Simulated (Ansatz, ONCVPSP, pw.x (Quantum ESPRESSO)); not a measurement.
# What a changed setting does to a pw.x run (bcc Ta)

Potential: optimised norm-conserving Vanderbilt (ONCV), ONCVPSP 4.0.1.1 (patched build), PBE; core [Kr] 4d10 4f14, reference 5s2 5p6 5d3 6s1.75 6p0.25; waves: 5s+6s: rc 1.75 bohr, ncon 4, nbas 7, qcut 5.5 1/bohr, 2 projectors; 5p+6p: rc 1.90 bohr, ncon 4, nbas 7, qcut 8.8 1/bohr, 2 projectors; 5d: rc 1.85 bohr, ncon 4, nbas 8, qcut 5.7 1/bohr, 2 projectors, debl 0.6 Ha; local part: polynomial inside 1.20 bohr (lpopt 5, dvloc0 6 Ha); core correction: Teter function fitted to the true core (icmod 2), fcfact 0.22.

The reference run (k-mesh 14³, cutoffs 80/320 Ry, Fermi–Dirac 0.01 Ry, mixing_beta 0.4, conv_thr 1e-9, no spin) gives -0.60 GPa at 18.192 Å³/atom, where all-electron LAPW gives 1.22 GPa. This run, with its own iteration cap, changes k-mesh shift to 1.

```
&control
  calculation='scf', prefix='x', pseudo_dir='./', outdir='./tmp', tstress=.true., disk_io='none'
/
&system
  ibrav=0, nat=1, ntyp=1, ecutwfc=80, ecutrho=320, nbnd=14,
  occupations='smearing', smearing='fd', degauss=0.01
/
&electrons
  conv_thr=1e-09, mixing_beta=0.4, electron_maxstep=60
/
ATOMIC_SPECIES
Ta 1.0 Ta.UPF
CELL_PARAMETERS angstrom
  -1.65681297 1.65681297 1.65681297
  1.65681297 -1.65681297 1.65681297
  1.65681297 1.65681297 -1.65681297
ATOMIC_POSITIONS crystal
Ta 0.0000 0.0000 0.0000
K_POINTS automatic
14 14 14 1 1 1
```

```bash
pw.x < Ta.scf.in > Ta.scf.out
```

Task: How does the run end?

Result: It converges in 7 iterations; the free energy moves by +1.9 meV/atom and the pressure by +0.13 GPa.

```
Message from routine setup:
     using ibrav=0 with symmetry is DISCOURAGED, use correct ibrav instead
     lattice parameter (alat)  =       5.4229  a.u.
     unit-cell volume          =     122.7657 (a.u.)^3
     number of electrons       =        13.00
     number of Kohn-Sham states=           14
     kinetic-energy cutoff     =      80.0000  Ry
     charge density cutoff     =     320.0000  Ry
     scf convergence threshold =      1.0E-09
     Exchange-correlation= PBE
     number of k points=   100  Fermi-Dirac smearing, width (Ry)=  0.0100
     iteration #  1     ecut=    80.00 Ry     beta= 0.40
     total energy              =    -123.92615026 Ry
     estimated scf accuracy    <       0.03250915 Ry
     iteration #  2     ecut=    80.00 Ry     beta= 0.40
     total energy              =    -123.92632483 Ry
     estimated scf accuracy    <       0.00499489 Ry
     iteration #  3     ecut=    80.00 Ry     beta= 0.40
     total energy              =    -123.92705815 Ry
     estimated scf accuracy    <       0.00023064 Ry
     iteration #  4     ecut=    80.00 Ry     beta= 0.40
     total energy              =    -123.92706937 Ry
     estimated scf accuracy    <       0.00000573 Ry
     iteration #  5     ecut=    80.00 Ry     beta= 0.40
     total energy              =    -123.92707020 Ry
     estimated scf accuracy    <       0.00000035 Ry
     iteration #  6     ecut=    80.00 Ry     beta= 0.40
     total energy              =    -123.92707025 Ry
     estimated scf accuracy    <          4.1E-09 Ry
     iteration #  7     ecut=    80.00 Ry     beta= 0.40
     the Fermi energy is    18.1893 ev
!    total energy              =    -123.92707025 Ry
     estimated scf accuracy    <          2.6E-10 Ry
     smearing contrib. (-TS)   =      -0.00608356 Ry
     The total energy is F=E-TS. E is the sum of the following terms:
     one-electron contribution =     -18.41301143 Ry
     hartree contribution      =      14.98170335 Ry
     xc contribution           =     -22.27095821 Ry
     ewald contribution        =     -98.21872040 Ry
     convergence has been achieved in   7 iterations
          total   stress  (Ry/bohr**3)                   (kbar)     P=       -4.71
     Message from routine punch:
     Nothing written, as per user request (disk_io='none')
```

The run took about 11 s on one core of a shared host (Intel(R) Xeon(R) 6975P-C, 192 threads, 1512 GiB, load 69).
